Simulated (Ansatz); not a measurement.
in.yaml

```yaml
crystal:
  periodic: [false, false, false]
  atoms:
    - {symbol: Ga, position_ang: [0.240936, 0.000000, 0.199074]}
    - {symbol: Be, position_ang: [-1.786357, 0.000000, -1.303784]}
    - {symbol: H, position_ang: [-0.694324, 0.000000, -2.113321]}
basis:
  gaussian: {orbitals: 6-31G}
magnetization: {spin_polarized: true, initial_magnetization: 0}
correlation: {method: ccsdt_q, electrons: outside_noble_gas}
```

```sh
$ ansatz run in.yaml --threads 1 --pin off --events-out ev --progress --plain --max-ram 2393MiB
```

Task: Roughly how long does this take on 1 thread of INTEL XEON PLATINUM 8581C, shared host, and how much host memory?

Result: 8.5 s wall and 0.13 GiB.

```
686 factors; integrals over basis functions are off by at most 1.8e-7 eV
mean field evaluation 1: about -52735.6044 eV, gradient 5.6e0 eV
mean field evaluation 2: about -52735.6719 eV, gradient 5.7e0 eV
mean field evaluation 4: about -52736.4558 eV, gradient 1.3e0 eV
mean field evaluation 8: about -52736.5316 eV, gradient 1.3e-1 eV
mean field evaluation 16: about -52736.6810 eV, gradient 9.3e-1 eV
mean field evaluation 32: about -52736.5967 eV, gradient 8.5e-3 eV
mean field evaluation 64: about -52733.3119 eV, gradient 9.1e0 eV
mean field evaluation 96: about -52735.7872 eV, gradient 3.2e0 eV
mean field evaluation 128: about -52736.8846 eV, gradient 1.6e0 eV
mean field evaluation 160: about -52736.5518 eV, gradient 1.2e-1 eV
...
cycle  26  -2.06211774 eV  change   -1.3e-6 eV  update   1.1e-6
cycle  27  -2.06211823 eV  change   -4.9e-7 eV  update   7.6e-7
cycle  28  -2.06211829 eV  change   -6.1e-8 eV  update   5.8e-7
cycle  29  -2.06211787 eV  change    4.2e-7 eV  update   4.4e-7
cycle  30  -2.06211748 eV  change    3.9e-7 eV  update   3.1e-7
cycle  31  -2.06211709 eV  change    3.9e-7 eV  update   2.7e-7
cycle  32  -2.06211676 eV  change    3.3e-7 eV  update   2.3e-7
cycle  33  -2.06211630 eV  change    4.7e-7 eV  update   2.1e-7
cycle  34  -2.06211600 eV  change    3.0e-7 eV  update   1.5e-7
cycle  35  -2.06211581 eV  change    1.9e-7 eV  update   1.1e-7
perturbative correction -0.00888750 eV, -0.0003266097 hartree
Total energy: -52739.09318884 eV, -1938.1259268487 hartree
```
